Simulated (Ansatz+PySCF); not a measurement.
# singlet BH: levels of theory in one basis

```xyz
2

B     0.0000    0.0000   -0.2254
H     0.0000    0.0000    1.1271
```

Basis set: def2-SVP (spherical functions). Left uncorrelated: 1 orbital. Charge 0, multiplicity 1.

Computed with Ansatz (development build ahead of 0.2.0); each method stands on the lowest determinant of its kind that the runs found. NEVPT2 correlates all electrons. Active spaces start from the frontier orbitals, and the lowest solution found is given.

| method | E − E(RHF) (eV) | <S²> of the determinant |
| --- | --- | --- |
| RHF | 0.00 | 0.00 |
| UHF | -0.16 | 0.46 |
| RHF-MP2 | -1.65 | – |
| UHF-MP2 | -1.52 | 0.46 |
| RHF-CCSD | -2.39 | – |
| UHF-CCSD | -2.39 | 0.46 |
| RHF-CCSD(T) | -2.43 | – |
| UHF-CCSD(T) | -2.43 | 0.46 |
| full CI (lowest root of this spin) | -2.44 | – |
| CASSCF(4,5) | -1.51 | – |

Q: What does SC-NEVPT2(4,5) give on the same scale?

A: -2.16 eV. NEVPT2 here correlates all electrons, so it doesn't share the others' frozen core.

Q: Is a single determinant a sound starting point here?

A: Only with care. Unrestricted orbitals gain 0.16 eV and <S²> is 0.46 against 0.00 for a pure state, so spin symmetry breaks but gains little energy; restricted orbitals can still serve. The CASSCF(4,5) natural occupations are 1.97, 1.85, 0.07, 0.07, 0.03.

Caution for UHF, UHF-MP2, UHF-CCSD, UHF-CCSD(T): the unrestricted determinant is spin contaminated; the determinant breaks the point group. Caution for UHF-MP2: another reference gives a lower total.
